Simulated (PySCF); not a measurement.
# C2H4O3S: the cost of one run

Programs: PySCF 2.14.0, with routines of our own; each step states its level. All values are computed. Atoms count from 0.

## (1) The starting structure

10 atoms, charge 0, multiplicity 1; geometry from: GFN2-xTB.

## (2) Magnetic properties: GIAO B97-2/pcSseg-1

The job: settings as JSON, then the geometry in Å.

```
{"job": {"kind": "mag", "xc": "B97-2", "basis": "pcSseg-1", "isotopologues": 2}, "charge": 0, "multiplicity": 1}
O      1.053703     1.696017    -0.257457
S      1.327268     0.319912     0.020808
O      2.435533    -0.319696    -0.615965
C     -0.186398    -0.662649    -0.178596
C     -1.427421     0.097856    -0.110289
O     -0.907987    -0.583437     0.997856
H      1.494139     0.214903     1.402549
H     -0.089282    -1.621835    -0.669459
H     -2.334888    -0.314735    -0.536511
H     -1.355786     1.178318    -0.075464
```

Level: GIAO B97-2/pcSseg-1 magnetisability, rotational g tensor and spin-rotation constants, non-relativistic, gas phase.

Command:

```sh
$ OMP_NUM_THREADS=1 python excited_run.py task.json out
```

The driver reads the jobs from task.json and runs them one after another.

Q: Estimate the wall time and peak memory of this first job on 1 thread of Arm Neoverse V2, shared host.

About 10 s, with a peak of 0.61 GiB.
